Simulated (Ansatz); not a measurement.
CH radical at its PBE0-D4/def2-TZVP geometry, where that method's forces vanish. Charge 0, multiplicity 2.

```tsv
atom	x (Å)	y (Å)	z (Å)
C1	0.442	-0.279	0.204
H2	-0.442	0.279	-0.204
```

Question: For each bond, give half the difference of the two atoms' forces along it (eV/Å; positive pushes the atoms apart) under PBE-D4, r2SCAN-D4, B3LYP-D4, ωB97M-V in def2-TZVPP. (Estimate.)

Answer: Computed: 
```csv
bond,length (Å),PBE-D4,r2SCAN-D4,B3LYP-D4,ωB97M-V
C1–H2,1.123,0.32,-0.12,0.00,-0.08
```

B3LYP here is the variant with VWN-RPA as its local correlation; programs differ in this.
